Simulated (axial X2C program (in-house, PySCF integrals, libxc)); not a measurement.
## Low determinants of B₂ at the PBE0 level, with spin–orbit coupling

Computed with an in-house relativistic program for diatomic molecules. Two-component (2c) means X2C with spin–orbit coupling and atomic mean-field two-electron Coulomb and Gaunt terms. Basis: B dyall-v3z [7s6p2d1f] (cores contracted in-house); Gaussian nuclei, density fitting, unrestricted open shells. Masses: B 11.009 u.

Search at 1.517 Å (vertical energies from the lowest determinant):

| ΔE (eV) | state | electrons beyond evenly filled partner blocks | electrons in ±ω = 1/2, 3/2, 5/2, 7/2 |
| --- | --- | --- | --- |
| 0.00 | Ω = 2 | ω = 1/2, ω = 3/2 | 9 1 0 0 |
| 0.60 | Ω = 1 | ω = -1/2, ω = 3/2 | 9 1 0 0 |
| 1.44 | Ω = 1 | 2 × ω = 1/2 | 10 0 0 0 |
| 1.46 | Ω = 0 | none | 8 2 0 0 |
| 1.55 | Ω = 3 | 3 × ω = 1/2, ω = 3/2 | 9 1 0 0 |
| 1.55 | Ω = 1 | 2 × ω = 1/2 | 8 2 0 0 |
| 3.20 | Ω = 0 | none | 10 0 0 0 |

Lowest determinant, Ω = 2 (⟨Sz⟩ = 2.00, ⟨Lz⟩ = 0.00 at PBE0): Re = 1.517 Å, ωe = 1293.3 cm⁻¹.

The determinant in row 2 of the search, Ω = 1 (⟨Sz⟩ = 1.00, ⟨Lz⟩ = 0.00 at PBE0), was followed along the bond at PBE0; measured from the minimum of the lowest determinant it gives:

Te = 0.489 eV (3948 cm⁻¹), Re = 1.614 Å, ωe = 1017.4 cm⁻¹.

Problem. Compare the bond of the determinant in row 2 with that of the lowest one.

Solution. At PBE0 its Re is 0.097 Å longer and its force constant, which goes as ωe², is 0.62 times that of the lowest determinant. T0 ≈ Te + Δωe/2 = 3948 + (-138) = 3810 cm⁻¹.

The search compares states at one distance, so a state with another bond length can lie lower; it is not exhaustive and yields mostly the lowest determinant of each block pattern, so other components and higher states of one pattern are missing. These are energies of single determinants, not of spin-adapted states; PBE0 term energies can be off by some tenths of an eV, and the functional has no current term. Open-shell Ω = 0 determinants with evenly filled partner blocks cannot be reached by this program, so the Ω shown need not be the lowest component. The lowest determinant need not be the ground state where others lie within half an eV.
